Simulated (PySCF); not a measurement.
# CCl3F (CFCl3): the cost of one run

The runs use PySCF 2.14.0, with density-fitted response routines of our own; the level of theory stands in each step. All values are computed, except where a source is named. Atoms count from 0, in the outputs and in this text.

## Step 1: The molecule as given

5 atoms, charge 0, multiplicity 1; geometry from: GFN2-xTB.

Bonds of the start (Å): F0–C1 1.34, C1–Cl2 1.77, C1–Cl3 1.77, C1–Cl4 1.77.

## Step 2: NMR shieldings: mPW1PW91/aug-pcSseg-1

The job: settings as JSON, then the geometry in Å.

```
{"job": {"kind": "nmr", "xc": "mPW1PW91", "basis": "aug-pcSseg-1", "pop": false}, "charge": 0, "multiplicity": 1}
F      0.060305    -0.141039     1.396058
C      0.004642    -0.006315     0.066724
Cl    -0.457934     1.660563    -0.312646
Cl     1.602752    -0.370613    -0.603874
Cl    -1.201142    -1.139743    -0.563447
```

Level: GIAO mPW1PW91/aug-pcSseg-1 NMR shielding, non-relativistic, gas phase.

Started as:

```
OMP_NUM_THREADS=1 python probes_run.py task.json out
```

This one command runs all jobs of the session in turn.

**Question.** How long does this first job take on 1 thread of Intel Xeon at 2.30GHz, shared host, and how much memory does it need?

About 7.1 s, with a peak of 0.75 GiB.
